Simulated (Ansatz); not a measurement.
# CHO+ (SMILES [CH+]=O): one structure at several levels

One table from this session's results is given with a row withheld; the runs are named, their logs left out.

Method: single points in def2-TZVPP; program: Ansatz 0.2.0, Gaussian basis.

Correlated methods freeze the cores.

## The starting structure

3 atoms, charge 1, spin multiplicity 1.

Atoms are counted from 1 here; the program's logs count them from 0.

Bond lengths: C1–O2 1.071 Å, C1–H3 1.132 Å. Angles: O2–C1–H3 178.0°.

Geometry (Å):

```xyz
3
charge 1, multiplicity 1
C     0.0077    0.0007    0.0084
O     0.9352    0.1527    0.5209
H    -0.9557   -0.1484   -0.5660
```

Set-up of the first run:

Input file run/in.yaml:

```yaml
crystal:
  periodic: [false, false, false]
  atoms:
    - {symbol: C, position_ang: [0.007700, 0.000700, 0.008400]}
    - {symbol: O, position_ang: [0.935200, 0.152700, 0.520900]}
    - {symbol: H, position_ang: [-0.955700, -0.148400, -0.566000]}
basis:
  gaussian: {orbitals: def2-TZVPP}
total_charge: 1
correlation: {method: ccsd_t}
output: {forces: true}
```

The command line of these runs was not kept.

Steps of the session up to this table: CCSD(T)/def2-TZVPP; PBE0-D4/def2-TZVPP; wB97M-V/def2-TZVPP; r2SCAN-D4/def2-TZVPP; PBE-D4/def2-TZVPP; HSE06-D4/def2-TZVPP; B97M-V/def2-TZVPP.

One table of the session follows, with a row left open; its other results are not shown here.

```
   method  RMS force component (eV/Å)  angle to CCSD(T) forces (°)
  CCSD(T)                       3.374                    reference
  PBE0-D4                       2.585                          1.7
  wB97M-V                       2.648                          1.7
r2SCAN-D4                       2.859                          1.0
   PBE-D4                       3.390                          2.2
 HSE06-D4                       2.600                          1.6
   B97M-V                           ?                            ?
```

**Question.** Estimate the row for B97M-V.

As computed: RMS force component (eV/Å): 2.680; angle to CCSD(T) forces (°): 4.3. In the column «RMS force component (eV/Å)» it lies between wB97M-V (2.648) and r2SCAN-D4 (2.859).
